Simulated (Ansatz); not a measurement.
Reaction: C2H6S (methylsulfanylmethane, SMILES CSC) → C2H5S (SMILES [CH2]SC, doublet) + H (doublet) (the C-H bond breaks)
Each species at its own B3LYP-D3(BJ)/def2-TZVP minimum (Ansatz, a first-principles code).

Property: bond dissociation energy (electronic), in kJ/mol. UHF or UKS for unpaired electrons; spin-orbit terms are left out. CBS(X,Y): correlation extrapolated as X^-3, Hartree-Fock from the larger set. A bracket is a step between two methods taken in the basis named. The functionals are non-relativistic, so their misses hold any scalar relativity. 'core' is core correlation in cc-pwCVTZ (1s frozen past Ne), 'X2C' scalar relativity in cc-pVTZ-DK, both at CCSD(T). For partners of very few electrons the exact lower level stands in for a higher one.

CCSD(T)/CBS(cc-pV(T+d)Z,cc-pV(Q+d)Z) + [CCSDT(Q) - CCSD(T)]/cc-pV(D+d)Z + core + X2C (Ansatz) gives 423.6 kJ/mol.

How far off this value is PBE/def2-TZVPD (Ansatz), in which direction, and which of these levels come nearer: r2SCAN/def2-TZVPD, wB97M-V/def2-TZVPD, CCSD(T)/CBS(cc-pV(T+d)Z,cc-pV(Q+d)Z) + core + X2C?

PBE gives 399.8 kJ/mol, 23.8 kJ/mol below it. Differences of the others: r2SCAN/def2-TZVPD (Ansatz) -25.1; wB97M-V/def2-TZVPD (Ansatz) -3.6; CCSD(T)/CBS(cc-pV(T+d)Z,cc-pV(Q+d)Z) + core + X2C (Ansatz) 0.6 kJ/mol. Nearer than PBE: wB97M-V/def2-TZVPD, CCSD(T)/CBS(cc-pV(T+d)Z,cc-pV(Q+d)Z) + core + X2C.
